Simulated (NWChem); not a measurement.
**Correlation energy of hydrogen peroxide (H2O2)**

```
O
H 1 0.9670
O 1 1.4185 2 101.03
H 3 0.9670 1 101.03 2 117.50
```
Charge 0, spin multiplicity 1.

Program: NWChem. The geometry was optimised at PBE0/def2-SVP, a minimum by its harmonic frequencies. It is one conformer; others weren't searched.

Basis set: cc-pVTZ. Each correlation energy counts from its own Hartree-Fock reference.

The correlated methods keep 2 core orbitals frozen. Coupled-cluster values serve here as a point of comparison, not as the truth.

```
method        correlation energy (mHa)
------------  ------------------------
CCSD                            -502.2
CR-CCSD(T)                      -516.8
CR-CCSD[T]                         ___
CCSD(T)                            ___
RI-MP2                          -494.5
CCSD+T(CCSD)                    -520.7
SCS-MP2                         -486.9
MP2                             -494.5
```

Problem. Complete the blanks.

Solution. 
- CR-CCSD[T], correlation energy (mHa): -517.3
- CCSD(T), correlation energy (mHa): -520.1
